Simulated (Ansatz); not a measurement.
Structure optimisation: palladium, fcc

All numbers below come from DFT, PBEsol, plane waves (420 eV) with PAW, scalar-relativistic in Ansatz 0.2.0. (PAW data from PBE, frozen cores regenerated.)

k-point mesh 14×14×14, Fermi-Dirac smearing 0.1 eV, no spin polarisation. Cell and atoms relax.

Starting structure:

```
CELL_PARAMETERS angstrom
0.00000 1.94490 1.94490
1.94490 0.00000 1.94490
1.94490 1.94490 0.00000
ATOMIC_POSITIONS crystal
Pd 0.00000 0.00000 0.00000
```

Problem. The pressure at the start is -1.7 GPa. By how much does the volume change?

Solution. From 14.71 to 14.59 Å³ per atom, -0.9 %. The final cell has a = 3.879 Å.

Problem. How much energy does the relaxation gain?

Solution. 0.7 meV per atom.

Path of the relaxation (the plane waves are chosen anew near the end, which can shift the energy a little):

```json
{"step": "0", "E − E(final) (meV/atom)": "0.67", "V (Å³/atom)": "14.714", "P (GPa)": "-1.70", "max force (eV/Å)": "0.000"}
{"step": "1", "E − E(final) (meV/atom)": "0.31", "V (Å³/atom)": "14.494", "P (GPa)": "1.30", "max force (eV/Å)": "0.000"}
{"step": "2", "E − E(final) (meV/atom)": "-0.04", "V (Å³/atom)": "14.589", "P (GPa)": "-0.03", "max force (eV/Å)": "0.000"}
{"step": "3", "E − E(final) (meV/atom)": "0.00", "V (Å³/atom)": "14.589", "P (GPa)": "-0.02", "max force (eV/Å)": "0.000"}
```
